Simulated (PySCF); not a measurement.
Molecule: Acrylamide (SMILES O=C(C=C)N).

Geometry (Å), atoms numbered from 1 in this order:
```xyz
10

C    -1.606   -0.474    0.678
C    -0.529   -0.475   -0.107
C     0.569    0.513    0.124
N     1.614    0.413   -0.743
O     0.532    1.343    1.010
H    -1.671    0.257    1.490
H    -2.428   -1.179    0.535
H    -0.429   -1.192   -0.930
H     1.671   -0.314   -1.440
H     2.403    1.031   -0.612
```

Spin–spin couplings on one PBE0-D3(BJ)/def2-SVP geometry, PySCF 2.14, gas phase, non-relativistic, equivalent pairs averaged (spin–dipole term only in couplings to heteroatoms); isotopes $^{13}$C, $^{1}$H, $^{15}$N; functional B3LYP.

How do the couplings (Hz) change with the basis set? Times are CPU seconds on shared hosts with different chips, so compare them loosely. Far from the basis limit: 6-31G*, 6-31G-J, pcJ-0, def2-TZVP, cc-pVTZ.

Answers


```
    basis set  functions  $^{1}J$(C1,H6)  $^{1}J$(C1,H7)  $^{1}J$(C2,H8)  $^{1}J$(N4,H10)  $^{1}J$(C1,C2)  $^{1}J$(N4,H9)  $^{1}J$(C2,C3)  core-s
       6-31G*         80           174.0           167.5           157.5            -90.2            88.8           -87.7            77.2     8.8
      6-31G-J         80           178.8           174.1           168.0            -99.0            78.4           -98.8            65.5     7.8
        pcJ-0         80           152.7           148.8           145.1            -81.2            59.9           -80.1            52.6     8.8
        pcJ-1        185           173.3           169.1           161.7            -96.0            78.0           -94.9            66.3      18
    def2-TZVP        185           164.7           160.1           155.1            -89.3            76.4           -88.7            65.9      25
      cc-pVTZ        220           156.8           153.0           146.7            -81.8            82.0           -81.8            58.0      29
aug-cc-pVTZ-J        330           175.3           171.1           165.1            -97.1            74.3           -96.7            64.6      50
```

The Fermi-contact term samples the wavefunction at the nucleus, which is why sets with added tight s functions (names with J) are made for couplings.
